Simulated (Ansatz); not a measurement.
Species: SiH$_{3}$, net charge 1, singlet state. SMILES of the parent species: [SiH3]
Coordinates optimised at B3LYP-D3(BJ)/def2-TZVP (Ansatz, a first-principles code):
```
Si
H 1 1.4675
H 1 1.4675 2 120.00
H 1 1.4675 2 120.00 3 180.00
```
Charge +1, spin multiplicity 1.

Parts of the frozen-core correlation energy in 6-31G (Ansatz, hartree). Frozen orbitals: 5; correlated occupied orbitals by spin: 3 and 3; virtual: 11 and 11. No spin-orbit coupling. Non-relativistic.

```json
[
 {"term": "reference (HF)", "value": "-290.28647"},
 {"term": "MP2 opposite-spin", "value": "…"},
 {"term": "MP2 same-spin", "value": "…"},
 {"term": "CCSD correlation", "value": "…"},
 {"term": "(T)", "value": "-0.00066"},
 {"term": "FCI minus CCSD(T)", "value": "-0.00034"},
 {"term": "T1 diagnostic", "value": "0.006"},
 {"term": "largest doubles amplitude", "value": "0.052"}
]
```

**Question.** Complete the blanks.

**Answer.** 
- MP2 opposite-spin, value: -0.04417
- MP2 same-spin, value: -0.00219
- CCSD correlation, value: -0.06485
